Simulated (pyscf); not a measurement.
Structures and frequencies: ωB97X-D3(BJ)/def2-SVP in PySCF.

SMILES: C[N](C)[AlH][NH2]
```xyz
14

C     -0.2919    -0.3471     1.9544
N     -0.7729    -0.0657     0.6193
C     -2.2126     0.0741     0.5575
Al     0.2775     0.0966    -0.8150
N      2.0386    -0.0909    -0.6692
H      0.8057    -0.4464     1.9659
H     -0.7130    -1.2906     2.3576
H     -0.5580     0.4574     2.6700
H     -2.5775     0.9002     1.2015
H     -2.5407     0.2886    -0.4728
H     -2.7339    -0.8475     0.8876
H     -0.3747     0.4102    -2.2219
H      2.6758    -0.0055    -1.4542
H      2.5652    -0.2943     0.1731
```
Charge 0, spin multiplicity 1.

Problem. What is the homolytic dissociation enthalpy (298 K, ωB97M-D3(BJ)/def2-TZVP) of the Al–N bond of H₃C–N(CH₃)–AlH–NH₂, to [H₃C–N(CH₃)–AlH]• + NH₂•?

Solution. Al–N to [H₃C–N(CH₃)–AlH]• + NH₂•: 109.1 kcal/mol. The 7 functionals that were run give +100.9 (r²SCAN) to +109.1 kcal/mol (ωB97M-D3(BJ)). The radicals are drawn with the spin at the cut bond; how far it spreads was not checked. [H₃C–N(CH₃)–AlH]• lies 7.2 kcal/mol over its isomer [H₃C–Al(CH₃)–NH]•, and others may lie lower still (electronic energy, ωB97M-D3(BJ)).
